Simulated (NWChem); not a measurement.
All runs are NWChem calculations. System: C2H2, charge 1, spin multiplicity 2, at the geometry of a parent with another charge or spin, in a state set for the comparison that need not be this species' ground state. Its SCF solution wasn't tested for a lower state. Level: ROCCSD(T)/6-31G* (spherical d), 2 core orbitals frozen.

NWChem printed:

```
             Northwest Computational Chemistry Package (NWChem) 7.3.0
             --------------------------------------------------------

                                NWChem Input Module
                                -------------------

 Scaling coordinates for geometry "geometry" by  1.889725989
 (inverse scale =  0.529177249)

 Turning off AUTOSYM since
 SYMMETRY directive was detected!

                             Geometry "geometry" -> ""
                             -------------------------

 Output coordinates in angstroms (scale by  1.889725989 to convert to a.u.)

  No.       Tag          Charge          X              Y              Z
 ---- ---------------- ---------- -------------- -------------- --------------
    1 C                    6.0000     0.00000000     0.00000000    -0.60454100
    2 C                    6.0000     0.00000000     0.00000000     0.60454100
    3 H                    1.0000     0.00000000     0.00000000    -1.67885500
    4 H                    1.0000     0.00000000     0.00000000     1.67885500

 Effective nuclear repulsion energy (a.u.)      24.6055389374

            Nuclear Dipole moment (a.u.)
            ----------------------------
        X                 Y               Z
 ---------------- ---------------- ----------------
     0.0000000000     0.0000000000     0.0000000000

      Symmetry information
      --------------------

 Group name             D2h
 Group number             26
 Group order               8
 No. of unique centers     2

      Symmetry unique atoms

     1    3


 Summary of "ao basis" -> "" (spherical)
 ------------------------------------------------------------------------------
       Tag                 Description            Shells   Functions and Types
 ---------------- ------------------------------  ------  ---------------------
 *                           6-31g*                   on all atoms

 Summary of "ao basis" -> "ao basis" (spherical)
 ------------------------------------------------------------------------------
       Tag                 Description            Shells   Functions and Types
 ---------------- ------------------------------  ------  ---------------------
 C                           6-31g*                  6       14   3s2p1d
 H                           6-31g*                  2        2   2s

                                 NWChem SCF Module
                                 -----------------

  ao basis        = "ao basis"
  functions       =    32
  atoms           =     4
  closed shells   =     6
  open shells     =     1
  charge          =   1.00
  wavefunction    = ROHF
  use symmetry    = T
  symmetry adapt  = T

 Summary of "ao basis" -> "ao basis" (spherical)
 ------------------------------------------------------------------------------
       Tag                 Description            Shells   Functions and Types
 ---------------- ------------------------------  ------  ---------------------
 C                           6-31g*                  6       14   3s2p1d
 H                           6-31g*                  2        2   2s

      Symmetry analysis of basis
      --------------------------

        ag          9
        au          1
        b1g         1
        b1u         9
        b2g         3
        b2u         3
        b3g         3
        b3u         3

 Forming initial guess at       0.0s

 Swapping ROHF orbitals     6    7

      Symmetry analysis of molecular orbitals - initial
      -------------------------------------------------

  Numbering of irreducible representations:

     1 ag          2 au          3 b1g         4 b1u         5 b2g
     6 b2u         7 b3g         8 b3u

  Orbital symmetries:

     1 ag          2 b1u         3 ag          4 b1u         5 ag
     6 b2u         7 b3u         8 b2g         9 b3g        10 b1u
    11 ag         12 b1u        13 ag         14 b3u        15 b2u
    16 b2g        17 b3g

 Starting SCF solution at       0.0s

 ----------------------------------------------
         Quadratically convergent ROHF

 Convergence threshold     :          1.000E-07
 Maximum no. of iterations :          100
 Final Fock-matrix accuracy:          1.000E-09
[...]
     3      0.440196  1 C  px                17      0.440196  2 C  px
     7      0.229319  1 C  px                21      0.229319  2 C  px

 Vector    8  Occ=0.000000D+00  E=-1.073160D-01  Symmetry=b3g
              MO Center= -5.2D-20,  2.1D-20, -2.1D-15, r^2= 2.0D+00
   Bfn.  Coefficient  Atom+Function         Bfn.  Coefficient  Atom+Function
  ----- ------------  ---------------      ----- ------------  ---------------
     8      0.725578  1 C  py                22     -0.725578  2 C  py
     4      0.398942  1 C  py                18     -0.398942  2 C  py

 Vector    9  Occ=0.000000D+00  E=-8.871654D-02  Symmetry=b2g
              MO Center=  5.9D-20, -9.0D-20, -1.5D-15, r^2= 2.0D+00
   Bfn.  Coefficient  Atom+Function         Bfn.  Coefficient  Atom+Function
  ----- ------------  ---------------      ----- ------------  ---------------
     7      0.757186  1 C  px                21     -0.757186  2 C  px
     3      0.377724  1 C  px                17     -0.377724  2 C  px

 Vector   10  Occ=0.000000D+00  E=-5.407482D-03  Symmetry=b1u
              MO Center= -5.0D-22, -9.3D-22,  1.4D-15, r^2= 5.2D+00
   Bfn.  Coefficient  Atom+Function         Bfn.  Coefficient  Atom+Function
  ----- ------------  ---------------      ----- ------------  ---------------
    30      1.648163  3 H  s                 32     -1.648163  4 H  s
     9      1.311824  1 C  pz                23      1.311824  2 C  pz
     2     -0.221147  1 C  s                 16      0.221147  2 C  s

 center of mass
 --------------
 x =   0.00000000 y =   0.00000000 z =   0.00000000

 moments of inertia (a.u.)
 ------------------
          51.610786577996           0.000000000000           0.000000000000
           0.000000000000          51.610786577996           0.000000000000
           0.000000000000           0.000000000000           0.000000000000

  Mulliken analysis of the total density
  --------------------------------------

    Atom       Charge   Shell Charges
 -----------   ------   -------------------------------------------------------
    1 C    6     5.94   2.00  0.76  1.81  0.49  0.85  0.04
    2 C    6     5.94   2.00  0.76  1.81  0.49  0.85  0.04
    3 H    1     0.56   0.47  0.09
    4 H    1     0.56   0.47  0.09

 Mulliken analysis of the open-shell density
 -------------------------------------------

    Atom       Charge   Shell Charges
 -----------   ------   -------------------------------------------------------
    1 C    6     0.50  -0.00 -0.00  0.32  0.00  0.17  0.01
    2 C    6     0.50   0.00  0.00  0.32 -0.00  0.17  0.01
    3 H    1    -0.00   0.00 -0.00
    4 H    1     0.00  -0.00  0.00

       Multipole analysis of the density wrt the origin
       ------------------------------------------------

     L   x y z        total         open         nuclear
     -   - - -        -----         ----         -------
     0   0 0 0      1.000000     -1.000000     14.000000

     1   1 0 0     -0.000000      0.000000      0.000000
     1   0 1 0      0.000000      0.000000      0.000000
     1   0 0 1     -0.000000     -0.000000      0.000000

     2   2 0 0     -7.155721     -1.933163      0.000000
     2   1 1 0     -0.000000      0.000000      0.000000
     2   1 0 1     -0.000000      0.000000      0.000000
     2   0 2 0     -8.500637     -0.644388      0.000000
     2   0 1 1      0.000000      0.000000      0.000000
     2   0 0 2     -0.595423     -1.511081     35.791871

                   NWChem Extensible Many-Electron Theory Module
                   ---------------------------------------------


            General Information
            -------------------
      Number of processors :     1
         Wavefunction type : Restricted open-shell Hartree-Fock
          No. of electrons :    13
           Alpha electrons :     7
            Beta electrons :     6
           No. of orbitals :    64
            Alpha orbitals :    32
             Beta orbitals :    32
        Alpha frozen cores :     2
         Beta frozen cores :     2
     Alpha frozen virtuals :     0
      Beta frozen virtuals :     0
         Spin multiplicity : doublet
    Number of AO functions :    32
       Number of AO shells :    16
        Use of symmetry is : on
      Symmetry adaption is : on
         Schwarz screening : 0.10D-09

          Correlation Information
          -----------------------
          Calculation type : Coupled-cluster singles & doubles w/ perturbation
   Perturbative correction : (T)
            Max iterations :      100
        Residual threshold : 0.10D-05
     T(0) DIIS level shift : 0.00D+00
     L(0) DIIS level shift : 0.00D+00
     T(1) DIIS level shift : 0.00D+00
     L(1) DIIS level shift : 0.00D+00
     T(R) DIIS level shift : 0.00D+00
     T(I) DIIS level shift : 0.00D+00
   CC-T/L Amplitude update :  5-th order DIIS
                I/O scheme : Global Array Library
        L-threshold :  0.10D-05
        EOM-threshold :  0.10D-05
 no EOMCCSD initial starts read in
 TCE RESTART OPTIONS
 SLICE:      F
 D4D5:       F
 quantumc:   F
 qrotation:  F
 pwtce:      F
 qducc:      F
 nacto:                         0
 nrotv:                         0
 nrot:                          0

            Memory Information
            ------------------
          Available GA space size is     249034752 doubles
          Available MA space size is     104855460 doubles

 Maximum block size supplied by input
 Maximum block size        24 doubles

 tile_dim =      7

 -------------------------------------------------

 Global array virtual files algorithm will be used

 Parallel file system coherency ......... OK

 4-electron integrals stored in orbital form

 v2    file size   =            25235
 4-index algorithm nr.  13 is used
 imaxsize =       30
 imaxsize ichop =        0


CCSD iterations
 ---------------------------------------------------------
 Iter          Residuum       Correlation     Cpu    Wall
 ---------------------------------------------------------
    1   0.1195471928470  -0.2019414356875     0.5     0.5
    2   0.0356692973989  -0.2150365744496     0.5     0.5
    3   0.0148687224554  -0.2195270812733     0.5     0.5
    4   0.0070914858627  -0.2208207986527     0.5     0.5
    5   0.0035875027675  -0.2213618215663     0.5     0.5
    6   0.0004011582498  -0.2218007694152     0.5     0.5
    7   0.0001380041223  -0.2218023388292     0.5     0.5
    8   0.0000624199611  -0.2218039071919     0.5     0.5
    9   0.0000304725153  -0.2218038606742     0.4     0.4
   10   0.0000154394688  -0.2218041705360     0.4     0.4
   11   0.0000026406391  -0.2218044125435     0.4     0.4
   12   0.0000009828805  -0.2218045979845     0.4     0.4
 -----------------------------------------------------------------
 Iterations converged
 CCSD correlation energy / hartree =        -0.221804597984492
 CCSD total energy / hartree       =       -76.681260060052296

 Singles contributions

 Doubles contributions
     8b3g (alpha)     8b3g (beta ) ---     6b2u (alpha)     6b2u (beta )       -0.1173909248
 CCSD(T)
 Using plain CCSD(T) code
             total no. of tasks         2792
 total no. of tasks / no. procs         2792
                         wl_min            1           1.0
                         wl_max         2352           3.6
        thresh for no. of tasks         2792

 CCSD[T]  correction energy / hartree =        -0.007585906120984
 CCSD[T] correlation energy / hartree =        -0.229390504105476
 CCSD[T] total energy / hartree       =       -76.688845966173275
 CCSD(T)  correction energy / hartree =        -0.007337819761387
 CCSD(T) correlation energy / hartree =        -0.229142417745879
 CCSD(T) total energy / hartree       =       -76.688597879813685

 Task  times  cpu:        6.8s     wall:        6.8s

 Total times  cpu:        6.8s     wall:        6.8s
```

### Question
Write an NWChem input that would produce this output.

### Answer
Several could match; the one computed here: 
```
start mol
memory heap 100 mb stack 700 mb global 1900 mb
charge 1
geometry units angstroms nocenter noautoz
  C      0.000000     0.000000    -0.604541
  C      0.000000     0.000000     0.604541
  H      0.000000     0.000000    -1.678855
  H      0.000000     0.000000     1.678855
  symmetry group D2h
end
basis spherical
  * library 6-31g*
end
scf
  rohf
  nopen 1
  maxiter 100
  thresh 1e-7
  semidirect memsize 60000000 filesize 0
  # guess.movecs holds the orbitals of an unrestricted PBE0 run
  vectors input guess.movecs swap 6 7 output mol.movecs
end
tce
  freeze core 2
  ccsd(t)
  2eorb
  2emet 13
  thresh 1e-6
  maxiter 100
  tilesize 24
end
task tce energy
```
